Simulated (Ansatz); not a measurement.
fcc Au, treated with HSE06 (Ansatz, a first-principles code, PAW).

A relaxed, unreconstructed slab of the (100) face has 6 atoms, two equal faces of 8.505 Å² each and an energy of -78912.4462 eV. A bulk cell of 2 atoms with the same orientation and in-plane k mesh has -26304.5107 eV. Energies are extrapolated to zero smearing.

Numerical settings: plane-wave cutoff 500 eV, 8×8×1 k mesh (along the axes of the cell as run), Fermi–Dirac smearing 0.1 eV, scalar-relativistic PAW data made under PBE.

Worked out: γ = (E_slab − N E_bulk per atom)/2A = [-78912.4462 − 6 × (-26304.5107/2)]/(2 × 8.505) = 0.0638 eV/Å². With 16.022 J/m² per eV/Å² this is 1.02 J/m², or 0.54 eV per surface cell and face.

Note: exact exchange on metals is sensitive to the k mesh and can open a false gap; the run warned that the count of filled bands differs between k points; the run warned that its SCF threshold was loose for the stress; the run warned that its exchange threshold was loose for the stress.
